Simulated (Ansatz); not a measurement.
# CF (quartet): from Hartree-Fock to the top rungs at distance C1–F2 = 1.446 Å, 6-31G

How much of the correlation energy of CF (quartet) does each wave-function method recover here?

Computed with Ansatz 0.2.0, Gaussian basis. Level: 6-31G, core rule «outside noble gas», up to 2 orbitals frozen.

To be run: UHF; CCSD(T) on ROHF; CCSD(T) on UHF; BCCD(T) on ROHF; CISD; CCSDT(Q) on ROHF; CCSDT(Q) on UHF; CISDTQ; CCSDTQ on ROHF; CCSDTQ on UHF; CASSCF and MRCISD+Q, 5 electrons in 5 orbitals; CASSCF and NEVPT2, 5 electrons in 5 orbitals; CASSCF and MRCISD+Q, 11 electrons in 8 orbitals; CASSCF and NEVPT4(SD), 11 electrons in 8 orbitals; CASSCF and NEVPT2, 11 electrons in 8 orbitals; Full CI.

18 further runs of the same task are left out: 14 that didn't finish, 4 set aside as unsound or not needed.

## Step 1: The geometry

The geometry derives from a PBE0/def2-TZVP stationary point (not a proven minimum). One bond is set to the value named and the two fragments are kept rigid.

2 atoms, charge 0, spin multiplicity 4.

Atoms are counted from 1 here; the program's logs count them from 0.

Bond lengths: C1–F2 1.446 Å.

Geometry (Å):

| atom | x (Å) | y (Å) | z (Å) |
| --- | --- | --- | --- |
| C1 | 0.0000 | 0.0000 | 0.0000 |
| F2 | 0.0000 | 0.0000 | 1.4460 |

## Step 2: UHF

in.yaml reads:

```yaml
crystal:
  periodic: [false, false, false]
  atoms:
    - {symbol: C, position_ang: [0.000000, 0.000000, 0.000000]}
    - {symbol: F, position_ang: [0.000000, 0.000000, 1.446000]}
basis:
  gaussian: {orbitals: 6-31G}
magnetization: {spin_polarized: true, initial_magnetization: 3}
hamiltonian: {xc: hf}
output: {orbitals: {seedname: orbitals}}
```

The run is started by

```console
$ ansatz run in.yaml --threads 1 --pin off --events-out ev --progress --plain --max-ram 2393MiB
```

After this run come: CCSD(T) on ROHF; CCSD(T) on UHF; BCCD(T) on ROHF; CISD; CCSDT(Q) on ROHF; CCSDT(Q) on UHF; CISDTQ; CCSDTQ on ROHF; CCSDTQ on UHF; CASSCF and MRCISD+Q, 5 electrons in 5 orbitals; CASSCF and NEVPT2, 5 electrons in 5 orbitals; CASSCF and MRCISD+Q, 11 electrons in 8 orbitals; CASSCF and NEVPT4(SD), 11 electrons in 8 orbitals; CASSCF and NEVPT2, 11 electrons in 8 orbitals; Full CI.

Before running them: what should the planned runs give, taken together? Wanted: FCI below the RHF energy; RMP2 from FCI; UMP2 from FCI; RCCSD from FCI; RCCSD(T) from FCI; UCCSD(T) from FCI; RCCSDT(Q) from FCI; UCCSDT(Q) from FCI; NEVPT2 pair from FCI.

The runs gave:

| quantity | value |
| --- | --- |
| FCI below the RHF energy | -4.5746 eV |
| RMP2 from FCI | +293.5 meV |
| UMP2 from FCI | +284.0 meV |
| RCCSD from FCI | +99.2 meV |
| RCCSD(T) from FCI | +26.4 meV |
| UCCSD(T) from FCI | +25.7 meV |
| RCCSDT(Q) from FCI | -0.4 meV |
| UCCSDT(Q) from FCI | -2.6 meV |
| NEVPT2 pair from FCI | +255.4 meV |
| MRCISD+Q pair from FCI | +72.9 meV |
| NEVPT2 valence from FCI | +509.0 meV |
| levels within 1 kcal/mol (43 meV) | RCCSD(T), UCCSD(T), BCCD(T), RCCSDT, UCCSDT, CISDTQ, RCCSDT(Q), UCCSDT(Q), RCCSDTQ, UCCSDTQ |
| T1 diagnostic | 0.021 |
| effectively unpaired electrons | 3.02 |

**Reading.** RCCSD(T) lands +26.4 meV from the yardstick (0.6 % of the correlation energy). UCCSDT(Q) falls below full CI: unrestricted runs freeze a spin-polarised core, another one than full CI's, and coupled cluster isn't variational. One determinant dominates. Of the multireference levels listed MRCISD+Q valence comes nearest in total energy (+60.4 meV), which doesn't show that its space is the better one. These misses are within one basis, not against nature; the frozen cores of restricted and unrestricted runs differ, which can shift their rows.
